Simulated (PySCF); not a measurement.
Species: C₅H₁₀.
SMILES: `CC/C=C\C`

Torsions of this conformer, `[CH3:1]/[CH:2]=[CH:3]\[CH2:4][CH3:5]`: C2–C3–C4–C5 -114°.

The closed-shell ground state was solved at several levels (PySCF, density fitting, gas phase, non-relativistic). One conformer (not necessarily the lowest) at the PBE0-D3(BJ)/def2-TZVP geometry, without solvent, vibrations or thermal averaging.

| level | basis functions | total energy (Eh) | HOMO (eV) | LUMO (eV) | gap (eV) | dipole (D) |
| --- | --- | --- | --- | --- | --- | --- |
| wB97X-D/aug-cc-pVTZ | 460 | -196.5372 | -8.75 | 0.88 | 9.63 | 0.29 |
| PBE0/aug-cc-pVTZ | 460 | -196.3545 | -6.92 | -0.07 | 6.85 | 0.30 |
| PBE0/pcSseg-2 | 320 | -196.3581 | -6.93 | 0.50 | 7.43 | 0.29 |

(1) What might CAM-B3LYP/aug-cc-pVTZ (460 basis functions) give for the same quantities?

(2) Over all these levels, which gives the widest orbital gap and which the narrowest?

(3) How far do the dipole and the HOMO energy spread over the levels?

Results:

(1) Total energy -196.4846 Eh, HOMO -8.24 eV, LUMO 0.28 eV, gap 8.52 eV, dipole 0.29 D.

(2) wB97X-D/aug-cc-pVTZ (range-separated hybrid) has the widest, 9.63 eV, and PBE0/aug-cc-pVTZ (global hybrid, 25 % exact exchange) the narrowest, 6.85 eV. The two share the basis. From the narrowest to the widest the HOMO moves by -1.83 eV and the LUMO by +0.95 eV.

(3) The dipole runs from 0.29 to 0.30 D (mean 0.29 D) and the HOMO from -8.75 to -6.92 eV.

wB97X-D is run here without its empirical dispersion term; that term would change no orbital, density or response property at a fixed geometry.
